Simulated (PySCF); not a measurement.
NaF.
SMILES: `[F][Na]`

The calculation used PBE0-D3(BJ)/def2-SVP geometry optimisation, gas phase in PySCF 2.14.0.

Take the most abundant isotopes and a rigid rotor. 

Problem. What are the moment of inertia and the rotational constant?

Solution. I = 36.996 u·Å², B = 505379 MHz·u·Å²/I = 13660 MHz (0.4557 cm⁻¹, or 0.656 K as hB/k). For two atoms I = μr² with μ = 10.4022 u and r = 1.8859 Å.

Problem. List the first levels of a rigid rotor in a Σ state.

Solution. E(J) = BJ(J+1): J = 1: 0.911, J = 2: 2.734, J = 3: 5.468, J = 4: 9.113, J = 5: 13.670, J = 6: 19.138 cm⁻¹.

Problem. Where do the first rotational lines fall?

Solution. The dipole is 7.31 D; J+1 ← J lies at 2B(J+1): 1 ← 0 at 27.32 GHz, 2 ← 1 at 54.64 GHz, 3 ← 2 at 81.96 GHz, 4 ← 3 at 109.28 GHz, 5 ← 4 at 136.60 GHz, 6 ← 5 at 163.92 GHz.

PBE0-D3(BJ)/def2-SVP frequencies: not computed here. These are rigid-rotor constants of the computed structure; measured ground-state constants (B0) also hold zero-point vibration.
